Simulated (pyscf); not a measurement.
HO–BH–OH (SMILES OBO) + SiH₄ (SMILES [SiH4]) → HO–SiH₃ (SMILES O[SiH3]) + H₂B–OH (SMILES BO), a four-centre exchange (singlet surface; B–O, H–Si broken, O–Si, B–H formed). Optimised with ωB97X-D3(BJ)/def2-SVP in PySCF. MP2 and CC: frozen core, UHF for open shells. ΔMP2 is the change of the MP2 total energy from the triple- to the quadruple-zeta basis. Energies in kcal/mol from the separated reactants.

GFN2-xTB: tblite. 

Problem. In single points GFN2-xTB puts the saddle at 24.3 kcal/mol and the reaction energy at -0.4 kcal/mol. Should these be trusted to within a few kcal/mol? Compare with CCSD(T)/def2-TZVPP + ΔMP2(QZVPP).

Solution. CCSD(T)/def2-TZVPP + ΔMP2(QZVPP) gives ΔE‡ = 29.7 kcal/mol and ΔE = +13.6 kcal/mol. GFN2-xTB lies 5.5 kcal/mol under it in the barrier and 14.1 kcal/mol under it in the reaction energy, so on this step it does not hold to within 3.0 kcal/mol. CCSD(T)/def2-TZVPP + ΔMP2(QZVPP) has limits of its own. The products may also form a dative adduct at H₂B–OH; it and routes through it were not searched. One saddle was located; it need not be the lowest between these sides. The CCSD(T) − MP2 part came from Ansatz, without density fitting, on the same reference.
